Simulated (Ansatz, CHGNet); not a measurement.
**Equilibrium lattice constant a of LiTaO₃ (R3c, No. 161) at several levels of theory**

No measured value is used here.

Problem. Put these levels in order of the equilibrium lattice constant a that they give for LiTaO₃ (R3c, No. 161), smallest first: CHGNet 0.3.0 (CHGNet), LDA (Ansatz, a program for electronic structure), PBE-D4 (Ansatz).

Solution. LDA (5.074 Å), PBE-D4 (5.155 Å), CHGNet 0.3.0 (5.210 Å)

Density-functional levels without +SOC have no spin–orbit coupling. Ansatz's density-functional and Hartree–Fock values are scalar-relativistic unless marked +SOC, with PAW data made under PBE.

Machine-learned potentials (CHGNet 0.3.0) are trained on DFT data, which may include these solids.
